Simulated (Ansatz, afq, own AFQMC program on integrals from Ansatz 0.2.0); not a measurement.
## BH3 + SiH2, singlet: a scan with AFQMC

```
atom    x (Å)    y (Å)    z (Å)
   B  -2.1129   0.0401   0.0000
   H  -2.7096   1.0737   0.0000
   H  -2.7096  -0.9935   0.0000
   H  -0.9194   0.0401   0.0000
  Si   0.9301   0.0401   0.0000
   H   1.5423  -0.8342   1.0900
   H   1.5423  -0.8342  -1.0900
```

A hydrogen atom is moved from one rigid fragment to the other; the B1–H4 distance tells how far. The two fragments are held close together, so this isn't a minimum-energy path and the start is a compressed complex. Energies in mEh count from this geometry (1.194 Å) at the same level; the start stands on RHF, each point on the determinant named.

Basis cc-pVDZ. Noble-gas cores (and the filled d shells of Ga–Kr and In–Xe) are frozen. AFQMC by an in-house program on the Cholesky factors that Ansatz 0.2.0 writes for its CCSD(T) run. The CISD trial takes its coefficients from CCSD amplitudes. Released means that phaseless walkers are propagated on without the constraint, phases kept. Uncertainties: one standard error, sampling alone.

Cautions, each for one point or more: higher spins were not checked; raised T1 diagnostic; restricted determinant unstable towards unrestricted; strong correlation.

| r(B1–H4) / Å | det. | T1 | weight | PBE | B2PLYP | CCSD(T) |
| --- | --- | --- | --- | --- | --- | --- |
| 1.310 | RHF | 0.015 | 0.86 | 1.9 | 4.7 | 4.8 |
| 1.369 | RHF | 0.016 | 0.86 | 5.6 | 9.9 | 10.0 |
| 1.427 | RHF | 0.019 | 0.85 | 10.8 | 16.3 | 16.4 |
| 1.486 | RHF | 0.022 | 0.85 | 17.2 | 25.2§ | 23.9 |
| 1.603 | RHF | 0.032 | 0.83 | 34.3 | 45.1§ | 41.9 |

Problem. Estimate the curve of CCSDT(Q), counted from the same start.

Solution. 
| r(B1–H4) / Å | det. | T1 | weight | CCSDT(Q) | ph-AFQMC/CISD | released AFQMC |
| --- | --- | --- | --- | --- | --- | --- |
| 1.310 | RHF | 0.015 | 0.86 | 4.6 | 4.6 ± 0.2 | 4.8 ± 0.2* |
| 1.369 | RHF | 0.016 | 0.86 | 9.7 | 9.6 ± 0.2 | – |
| 1.427 | RHF | 0.019 | 0.85 | 16.0 | 16.0 ± 0.2 | 16.1 ± 0.2* |
| 1.486 | RHF | 0.022 | 0.85 | 23.4 | 23.5 ± 0.2 | 23.6 ± 0.2* |
| 1.603 | RHF | 0.032 | 0.83 | 41.0 | 41.9 ± 0.2 | 41.5 ± 0.3* |

Weight is that of the determinant in the CISD state; at the start T1 is 0.013 and the weight 0.86. An asterisk marks released energies that aren't shown to be converged. A dash marks a missing value, a released energy that hasn't settled or a functional that sits on another state. § marks a functional whose ⟨S²⟩ is too high by over 0.1. Largest departures from CCSDT(Q), at the points where its series has closed: CCSD(T) 0.9 mEh at 1.603 (on RHF), ph-AFQMC/CISD 0.9 mEh at 1.603 (on RHF), PBE -6.6 mEh at 1.603, B2PLYP 0.3 mEh at 1.427. Functionals count only at points shown to share the start's state and spin. In this small basis the wave-function levels are far from their limit, so their gap to the functionals isn't the functionals' error.

CCSDT and higher add their correlation energy to the determinant of the CCSD(T) run, since their own runs factorise the integrals more tightly (a shift of under 2 meV). A walk keeps the symmetry of its determinant, which the program's search chose and which needn't be the lowest solution, so a lower state of the same spin and another symmetry isn't excluded.
